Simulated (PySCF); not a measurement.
# HF/ANO-R1 (density fitting) run of PH3S (SMILES [PH3]=S)

Aim: the solvation energy at fixed shape (SMD, water) of PH3S at HF/ANO-R1 (density fitting), from 2 runs. 

Program for the calculation: PySCF 2.14.0.

12 further runs of the same task are left out: 2 that didn't finish, 10 set aside as unsound or not needed.

### Step 1. The structure to begin with

PH3S: 5 atoms, total charge 0, spin state singlet. SMILES: `[PH3]=S`. The shape is that of a GFN2-xTB optimisation.

Bond lengths: P1–S2 1.914 Å, P1–H3 1.394 Å, P1–H4 1.394 Å, P1–H5 1.394 Å. Angles: S2–P1–H3 118.2°, S2–P1–H4 118.2°, S2–P1–H5 118.2°, H3–P1–H4 99.6°, H3–P1–H5 99.4°, H4–P1–H5 99.4°.

### Step 2. The energy at HF/ANO-R1 (density fitting)

Input file calc.py:

```python
from pyscf import gto, scf
from pyscf import df

mol = gto.M(
    atom='''
P      0.007920    -0.006600     0.007660
S      1.261690    -0.941140     1.111260
H     -1.166840     0.461930     0.594540
H     -0.532470    -0.676580    -1.089190
H      0.429710     1.162380    -0.624270
''',
    max_memory=1860,
    spin=0,
    verbose=4,
    basis='ano-r1',
    symmetry=True,
    charge=0,
)

mf = scf.RHF(mol)
mf = mf.density_fit(auxbasis=df.aug_etb(mol, beta=2.0))
mf.kernel()

e_tot = mf.e_tot
print(f'total energy: {e_tot:.8f} hartree')
```

Launch:

```sh
$ OMP_NUM_THREADS=1 python calc.py
```

Output:

```text
PySCF version 2.14.0

[INPUT] num. atoms = 5
[INPUT] num. electrons = 34
[INPUT] charge = 0
[INPUT] spin (= nelec alpha-beta = 2S) = 0
[INPUT] symmetry True subgroup None
[INPUT] Mole.unit = angstrom
[INPUT] Symbol           X                Y                Z      unit          X                Y                Z       unit  Magmom
[INPUT]  1 P      0.007920000000  -0.006600000000   0.007660000000 AA    0.014966630907  -0.012472192422   0.014475302114 Bohr   0.0
[INPUT]  2 S      1.261690000000  -0.941140000000   1.111260000000 AA    2.384248554102  -1.778496844873   2.099977053184 Bohr   0.0
[INPUT]  3 H     -1.166840000000   0.461930000000   0.594540000000 AA   -2.205008031187   0.872921188720   1.123517770099 Bohr   0.0
[INPUT]  4 H     -0.532470000000  -0.676580000000  -1.089190000000 AA   -1.006222469547  -1.278550901358  -2.058270797615 Bohr   0.0
[INPUT]  5 H      0.429710000000   1.162380000000  -0.624270000000 AA    0.812034212987   2.196579852672  -1.179699327782 Bohr   0.0

[... 64 lines left out ...]
converged SCF energy = -739.673033408263
total energy: -739.67303341 hartree
```

Run time: 1.2 s. Hardware: 1 thread of Arm Neoverse V1, shared host; peak memory 0.13 GiB.

### Step 3. A single-point energy at HF/ANO-R1 (density fitting, SMD water)

Input file run.py:

```python
from pyscf import gto, solvent
from pyscf import df

mol = gto.M(
    atom='''
P      0.007920    -0.006600     0.007660
S      1.261690    -0.941140     1.111260
H     -1.166840     0.461930     0.594540
H     -0.532470    -0.676580    -1.089190
H      0.429710     1.162380    -0.624270
''',
    max_memory=1860,
    charge=0,
    verbose=4,
    symmetry=True,
    basis='ano-r1',
)

myscf = mol.RHF()
myscf = myscf.density_fit(auxbasis=df.aug_etb(mol, beta=2.0))
myscf = myscf.SMD()
myscf.with_solvent.solvent = 'water'
myscf.kernel()

etot = myscf.e_tot
print('E(%s) = %.9f' % ('HF', etot))
```

Launch:

```sh
$ OMP_NUM_THREADS=1 python run.py
```

Output:

```text
PySCF version 2.14.0

[INPUT] num. atoms = 5
[INPUT] num. electrons = 34
[INPUT] charge = 0
[INPUT] spin (= nelec alpha-beta = 2S) = 0
[INPUT] symmetry True subgroup None
[INPUT] Mole.unit = angstrom
[INPUT] Symbol           X                Y                Z      unit          X                Y                Z       unit  Magmom
[INPUT]  1 P      0.007920000000  -0.006600000000   0.007660000000 AA    0.014966630907  -0.012472192422   0.014475302114 Bohr   0.0
[INPUT]  2 S      1.261690000000  -0.941140000000   1.111260000000 AA    2.384248554102  -1.778496844873   2.099977053184 Bohr   0.0
[INPUT]  3 H     -1.166840000000   0.461930000000   0.594540000000 AA   -2.205008031187   0.872921188720   1.123517770099 Bohr   0.0
[INPUT]  4 H     -0.532470000000  -0.676580000000  -1.089190000000 AA   -1.006222469547  -1.278550901358  -2.058270797615 Bohr   0.0
[INPUT]  5 H      0.429710000000   1.162380000000  -0.624270000000 AA    0.812034212987   2.196579852672  -1.179699327782 Bohr   0.0

[... 58 lines left out ...]
Solvent Energy = -0.00065181192451645
[... 4 lines left out ...]
Solvent Energy = -0.0326920923166274
[... 4 lines left out ...]
Solvent Energy = -0.0139875002263067
[... 3 lines left out ...]
CDS correction = 0.002829323800297
Solvent Energy = -0.0172689411941809
cycle= 3 E= -739.682841130527  delta_E= -0.00779  |g|= 0.0285  |ddm|= 0.237
  HOMO = -0.343420591772797  LUMO = 0.100728874438109  gap/eV = 12.08592
SMD E_diel = -0.0169044442145501
CDS correction = 0.002829323800297
Solvent Energy = -0.0169044442145501
cycle= 4 E= -739.68337832409  delta_E= -0.000537  |g|= 0.00509  |ddm|= 0.0492
  HOMO = -0.342703457786317  LUMO = 0.100600251798086  gap/eV = 12.06291
SMD E_diel = -0.0168837602068332
CDS correction = 0.002829323800297
Solvent Energy = -0.0168837602068332
cycle= 5 E= -739.683396457501  delta_E= -1.81e-05  |g|= 0.000805  |ddm|= 0.00924
  HOMO = -0.342932510588575  LUMO = 0.100545587134805  gap/eV = 12.06765
SMD E_diel = -0.0169037992915968
CDS correction = 0.002829323800297
Solvent Energy = -0.0169037992915968
cycle= 6 E= -739.683396899416  delta_E= -4.42e-07  |g|= 0.000183  |ddm|= 0.00201
  HOMO = -0.342866347345769  LUMO = 0.100552882400791  gap/eV = 12.06605
SMD E_diel = -0.0169094413612215
CDS correction = 0.002829323800297
Solvent Energy = -0.0169094413612215
cycle= 7 E= -739.683396918483  delta_E= -1.91e-08  |g|= 4.59e-05  |ddm|= 0.000345
  HOMO = -0.342869673959774  LUMO = 0.100551194011404  gap/eV = 12.06610
SMD E_diel = -0.0169121617657108
CDS correction = 0.002829323800297
Solvent Energy = -0.0169121617657108
cycle= 8 E= -739.68339692007  delta_E= -1.59e-09  |g|= 7e-06  |ddm|= 0.000131
  HOMO = -0.342868472639801  LUMO = 0.100551373365571  gap/eV = 12.06607
SMD E_diel = -0.0169127383298124
CDS correction = 0.002829323800297
Solvent Energy = -0.0169127383298124
cycle= 9 E= -739.68339692012  delta_E= -5.02e-11  |g|= 1.23e-06  |ddm|= 2.64e-05
  HOMO = -0.342868421582458  LUMO = 0.100551391394657  gap/eV = 12.06607
SMD E_diel = -0.016912794524475
CDS correction = 0.002829323800297
Solvent Energy = -0.016912794524475
Extra cycle  E= -739.683396920118  delta_E= 2.16e-12  |g|= 4.93e-07  |ddm|= 3.46e-06
converged SCF energy = -739.683396920118
E(HF) = -739.683396920
```

It took 23 s on 1 thread of Arm Neoverse V1, shared host; peak memory 0.38 GiB.

### Step 4. Outcome

At HF/ANO-R1 (density fitting):

```
                                        quantity          value
                         gas phase: total energy  -739.67303 Eh
                        gas phase: dipole moment         3.99 D
                          gas phase: HOMO energy       -9.38 eV
                          gas phase: LUMO energy        2.11 eV
                        gas phase: HOMO–LUMO gap       11.49 eV
                        SMD, water: total energy  -739.68340 Eh
                       SMD, water: dipole moment         5.54 D
                         SMD, water: HOMO energy       -9.33 eV
                         SMD, water: LUMO energy        2.74 eV
                       SMD, water: HOMO–LUMO gap       12.07 eV
          SMD, water: solvent term in the energy   -44.4 kJ/mol
energy change from gas to solvent at fixed shape      -0.282 eV
```

The solvent model (SMD, water) lowers the energy by 0.28 eV (−6.5 kcal/mol) at the same shape. Mulliken charges (gas phase) run from -0.38 on S2 to +0.10 on H3. The basis (gas phase) was made for a relativistic Hamiltonian, but the run is non-relativistic. Mulliken charges (SMD, water) run from -0.49 on S2 to +0.13 on H3. The basis (SMD, water) was made for a relativistic Hamiltonian, but the run is non-relativistic.
